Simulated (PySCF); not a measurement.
# BH: from the state search to spectroscopic constants

An exercise on one series of results from a longer session: the logs are not shown, and one member is left open.

Computed with PySCF 2.14.0. Level: B def2-TZVPPD, H def2-TZVPPD, no relativity.

The first run:

Settings of the job:

```yaml
atoms: B, H
charge: 0
basis: B def2-TZVPPD, H def2-TZVPPD
Hamiltonian: no relativity
basis_functions: 54
electrons_treated: 6
masses_in_u: 11.0093, 1.0078
levels: PBE0, PBE, r²SCAN, revPBE, MN15, M06, r²SCANh, PBEsol, ωB97M-V, HF, MP2, SCS-MP2, CCSD, CCSD(T)
grid: 80 radial by 434 angular points
occupations: held fixed by the projection of orbital angular momentum
dissociation_limit: B + H, each in its ground configuration
starting_distance_in_angstrom: 1.135
values_of_2S_to_try: 0, 2
```

Command:

```bash
$ OMP_NUM_THREADS=1 python dia.py task.json out
```

Among the steps run: Input; The PBE0 curve of the state that the search chose; Higher solutions at PBE0; PBE (GGA); r²SCAN; revPBE (GGA); MN15 (hybrid meta-GGA); M06 (hybrid meta-GGA); r²SCANh (hybrid meta-GGA); PBEsol; ωB97M-V (range-separated hybrid); RHF; Adding correlation.

One of the session's tables, all rows but one given; the rest of the session is left out.

Energy (eV) from each level's lowest point:

| R (Å) | RHF | RHF-MP2 | RHF-SCS-MP2 | RHF-CCSD | RHF-CCSD(T) |
| --- | --- | --- | --- | --- | --- |
| 1.067 | 0.321 | 0.332 | 0.332 | n/a | n/a |
| 1.117 | 0.133 | 0.142 | 0.142 | 0.158 | 0.160 |
| 1.167 | 0.031 | 0.037 | 0.037 | 0.047 | 0.048 |
| 1.204 | 0.000 | 0.003 | 0.003 | 0.008 | 0.009 |
| 1.241 | 0.001 | 0.000 | 0.000 | 0.000 | 0.000 |
| 1.278 | 0.029 | 0.023 | 0.023 | 0.017 | 0.016 |
| 1.328 | 0.099 | 0.087 | 0.086 | 0.072 | 0.070 |
| 1.390 | ? | ? | ? | ? | ? |
| 1.464 | 0.425 | 0.391 | 0.388 | 0.348 | 0.342 |
| 1.564 | 0.734 | 0.682 | 0.676 | n/a | n/a |

**Question.** Estimate the row for R (Å) = 1.390.

Worked estimate for «RHF». A straight line through the neighbours (1.328, 0.099) and (1.464, 0.425) gives 0.099 + (0.425 − 0.099) × (1.390 − 1.328) / (1.464 − 1.328) = 0.248; a parabola fitted to 4 rows on both sides gives 0.233.

The run gave: RHF: 0.227; RHF-MP2: 0.206; RHF-SCS-MP2: 0.205; RHF-CCSD: 0.179; RHF-CCSD(T): 0.176. In «RHF» the line misses by +0.021 and the parabola by +0.006.
